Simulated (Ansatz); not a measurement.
Input file:

```yaml
crystal:
  periodic: [false, false, false]
  atoms:
    - {symbol: Ge, position_ang: [-0.279676, -0.002127, 0.000875]}
    - {symbol: N, position_ang: [1.614684, 0.012278, -0.005052]}
    - {symbol: H, position_ang: [-0.771963, 1.453501, 0.003931]}
    - {symbol: H, position_ang: [-0.751362, -0.736741, 1.265415]}
    - {symbol: H, position_ang: [-0.759290, -0.734117, -1.262204]}
basis:
  gaussian: {orbitals: STO-3G}
total_charge: 1
magnetization: {spin_polarized: false, initial_magnetization: 3}
hamiltonian: {pseudopotentials: {relativity: none}}
correlation: {active_space: {window: {electrons: 5, orbitals: 7}, fixed_orbitals: true}}
scf: {lower_state_search: light}
```

```sh
$ ansatz run in.yaml --threads 1 --pin off --events-out ev --progress --plain --max-ram 2393MiB
```

Problem. Roughly how long does this take on 1 thread of Arm Neoverse V2, shared host, and how much host memory?

Solution. 0.12 s wall and 0.07 GiB.

```
285 factors; integrals over basis functions are off by at most 4.1e-5 eV
mean field evaluation 1: about -57329.7342 eV, gradient 1.4e1 eV
mean field evaluation 2: about -57329.7472 eV, gradient 1.4e1 eV
mean field evaluation 4: about -57333.2798 eV, gradient 2.7e0 eV
mean field evaluation 8: about -57333.3762 eV, gradient 4.4e-2 eV
mean field -57333.37608653 eV, -2106.9627092219 hartree, gradient 1.3e-6 eV, S^2 3.750000; 0 other end points of the search recorded, 0 dependent functions left out
reference -57333.37608653 eV, -2106.9627092219 hartree; 22, 19 occupied and 4, 7 virtual orbitals, 285 factors
state -57333.67396316 eV, -2106.9736559860 hartree
WARN: the results are in doubt because the space or a class takes a part of the degenerate orbitals at -18.6854 eV
Total energy: -57333.67396316 eV, -2106.9736559860 hartree
In doubt: the space or a class takes a part of the degenerate orbitals at -18.6854 eV
```
